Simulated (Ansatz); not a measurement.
Barrier O + CH4 (SMILES C) via CH4O, on the benchmark's geometries as Psi4's copy gives them; open shells unrestricted, no zero-point energy, no spin–orbit coupling.
Transition structure (charge 0, multiplicity 3):
| atom | x (Å) | y (Å) | z (Å) |
|---|---|---|---|
| C | 0.0003 | -1.1423 | 0.0000 |
| H | -1.0560 | -1.3847 | 0.0000 |
| H | 0.5202 | -1.4074 | 0.9124 |
| H | 0.5202 | -1.4074 | -0.9124 |
| H | 0.0116 | 0.1601 | 0.0000 |
| O | 0.0003 | 1.3616 | 0.0000 |

Cores are frozen in the correlated methods. CBS(a, b) extrapolates the correlation energy as X⁻³ and adds the Hartree–Fock energy of set b. MP2 and its Hartree–Fock in aug-cc-pVQZ are density fitted.

Programs: Ansatz (an electronic-structure program) with Gaussian orbitals. Values without a source in brackets are computed.

Barrier heights (kcal/mol): PBE/def2-TZVPPD -0.20; B3LYP/def2-TZVPPD 7.37; wB97M-V/def2-TZVPPD 11.61; MP2/CBS(aug-cc-pVTZ, aug-cc-pVQZ) + ΔCCSD(T)/aug-cc-pVTZ 14.16.

Question: With all else equal, by what factor does exp(−ΔE‡/RT) at 298.15 K differ from its value at MP2/CBS(aug-cc-pVTZ, aug-cc-pVQZ) + ΔCCSD(T)/aug-cc-pVTZ?

Answer: 
RT = 0.5925 kcal/mol, so the factor is exp(−(ΔE‡ − 14.16)/RT): PBE/def2-TZVPPD 3.4e+10; B3LYP/def2-TZVPPD 95000; wB97M-V/def2-TZVPPD 75. Each 1.36 kcal/mol is a factor of ten. MP2/CBS(aug-cc-pVTZ, aug-cc-pVQZ) + ΔCCSD(T)/aug-cc-pVTZ is the comparison, a level with limits of its own.
